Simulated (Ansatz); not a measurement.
Energy profile

The step: AlH₂ClO ([OH][AlH][Cl]) → AlCl + H₂O (still joined by a long Al–O bond); bonds formed: O2–H3; bonds broken: Al1–H3; bonds weakened to dative contacts: Al1–O2 (atoms numbered as in the saddle structure below).

| atom | x (Å) | y (Å) | z (Å) |
| --- | --- | --- | --- |
| Al1 | -0.2604 | -0.8319 | 0.4413 |
| O2 | 0.3210 | 0.3612 | -0.7960 |
| H3 | -0.6661 | -0.4517 | -1.1837 |
| Cl4 | 0.2405 | -0.4012 | 2.4551 |
| H5 | 0.3650 | 1.3237 | -0.9167 |

Electronic energies by CCSD(T) at an estimated basis limit (MP2 extrapolated from triple and quadruple zeta, plus CCSD(T) − MP2 in triple zeta), on PBE0-D4/def2-TZVP structures; AlH2ClO, closed shell; no counterpoise correction. Program: Ansatz 0.2.0. Basis: def2-TZVPP and def2-QZVPP. Cores are frozen in the correlated methods. Extrapolation: Hartree–Fock as exp(−7.88 √X), correlation as X^−2.97.

Question: Give the profile in eV, counted from the start structure. (Judge from chemistry; the value comes from the calculation.)

Answer: By the calculation:
| point | eV |
| --- | --- |
| start structure | 0.000 |
| saddle | 3.131 |
| end structure | 1.652 |
| separated: AlCl (linked as [Al][Cl]; Al1, Cl4; singlet) + H2O (O2, H3, H5; singlet) | 2.022 |

The T1 diagnostic stays at or below 0.017. The restricted Hartree–Fock reference is unstable towards an unrestricted one at one or more of these structures.

For scale, one of the runs: CCSD(T)/def2-TZVPP, 143 basis functions, launched by `ansatz run in.yaml --threads 2 --pin off --events-out ev --progress --plain --max-ram 4352MiB`. The run took 9.5 s on 2 CPU threads of an Arm Neoverse V2 (shared host), with 0.77 GiB of host memory at its peak.
